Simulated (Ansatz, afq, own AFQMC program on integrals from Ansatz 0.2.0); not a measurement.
## Al$_{2}$H⁺, triplet in aug-cc-pVDZ, levels against CCSDT(Q)

```xyz
3

Al    0.0000    0.0000    0.3526
Al    0.0000    0.0000   -2.3244
H     0.0000    0.0000    1.9718
```

Connectivity, by distances: AlH–Al.

Basis aug-cc-pVDZ. Only valence electrons are correlated. Ansatz 0.2.0 and our own AFQMC program on the same integrals; the CISD trial comes from CCSD amplitudes, and released means the phaseless constraint is let go. Uncertainties: one standard error, sampling alone.

Determinant: UHF, the one that the program's search chose, which needn't be the lowest solution. The geometry is a PBE0/def2-TZVP stationary point of this or a neighbouring charge and spin state.

No full CI on the walks' own integrals is used here; CCSDT(Q) serves as the reference and is uncertain by about the last step of the cluster series.

Cautions: another spin lies lower (by 1.29 eV); the released energies are still falling, so no released level is given (meV from the phaseless value at times in 1/Eh: -1.7 ± 2.0 at 0.24, -5.2 ± 2.2 at 0.51, -9.5 ± 1.6 at 0.99, -12.0 ± 1.5 at 1.62, -13.9 ± 1.9 at 2.40).

- T1 diagnostic: 0.0302
- weight of the determinant in the CISD state: 0.885
- ⟨S²⟩ of the determinant: 2.043
- size of the correlated space: 6 electrons in 53 orbitals

| level | correlation energy (eV) |
| --- | --- |
| MP2 | -1.9281 |
| CCSD | -2.6877 |
| CCSD(T) | -2.7868 |

(1) Estimate where phaseless AFQMC with a CISD trial lies against CCSD(T) on the same integrals.

(1) 0.60 ± 0.06 kcal/mol below CCSD(T).

Reference: CCSDT(Q), correlation energy -2.834 eV.

```json
{"level": "CCSD(T)", "E − E(reference) (kcal/mol)": "1.09", "share of correlation (%)": "98.34"}
{"level": "CCSDT", "E − E(reference) (kcal/mol)": "0.12", "share of correlation (%)": "99.82"}
{"level": "ph-AFQMC/CISD", "E − E(reference) (kcal/mol)": "0.48 ± 0.06", "share of correlation (%)": "99.26"}
```

A walk keeps the symmetry of its determinant, which the program's search chose and which needn't be the lowest solution, so a lower state of the same spin and another symmetry isn't excluded.
